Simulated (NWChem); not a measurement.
## Correlation energy of Al (+1)

```
Al
```
Charge +1, spin multiplicity 1.

Program: NWChem.

Basis set: 3-21G. Each correlation energy counts from its own Hartree-Fock reference.

The correlated methods keep 5 core orbitals frozen. Coupled-cluster values serve here as a point of comparison, not as the truth.

Q: Order these methods by the correlation energy they give, lowest first: MP2, SCS-MP2, CCSD.

A: CCSD (-37.3 mHa), SCS-MP2 (-25.9 mHa), MP2 (-21.5 mHa)
